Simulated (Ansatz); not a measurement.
## Tetradymite Bi2Te3

Computed with r²SCAN (Ansatz, a program for electronic structure, PAW).

Settings: plane-wave cutoff 500 eV, 10×10×10 k mesh, Fermi–Dirac smearing 0.05 eV, scalar-relativistic PAW data made under PBE.

Cell (relaxed at this level):

Space group R-3m, hexagonal axes (No. 166); a = 4.419 Å, b = 4.419 Å, c = 32.329 Å, α = 90.00°, β = 90.00°, γ = 120.00°

```json
[
 {"atom": "Te", "site": "6c", "symmetry": "3m", "x": "0.0000", "y": "0.0000", "z": "0.2171"},
 {"atom": "Bi", "site": "6c", "symmetry": "3m", "x": "0.0000", "y": "0.0000", "z": "0.3968"},
 {"atom": "Te", "site": "3a", "symmetry": "-3m", "x": "0.0000", "y": "0.0000", "z": "0.0000"}
]
```
(The calculation used a cell of 5 atoms; values per cell refer to that cell.)

| Quantity | Value |
|---|---|
| equilibrium volume per atom | 36.45 Å³/atom |
| lattice parameter a | 4.419 Å |
| lattice parameter c | 32.329 Å |

Measured, for comparison: lattice constant a 4.386 Å, lattice parameter c 30.497 Å (temperature not stated, not corrected to a static lattice; as tabulated in Luo et al. (2012), arXiv:1308.1523). Computed (rounded) less measured: lattice constant a +0.8 %, lattice parameter c +6.0 %.

Note: the cell comes from a level without a dispersion term, which matters for the spacing of layers, chains or molecules.

Spin–orbit coupling is not included; it can shift volumes and moduli of such heavy elements.

Computing time: about 18 core-minutes (a rough figure).
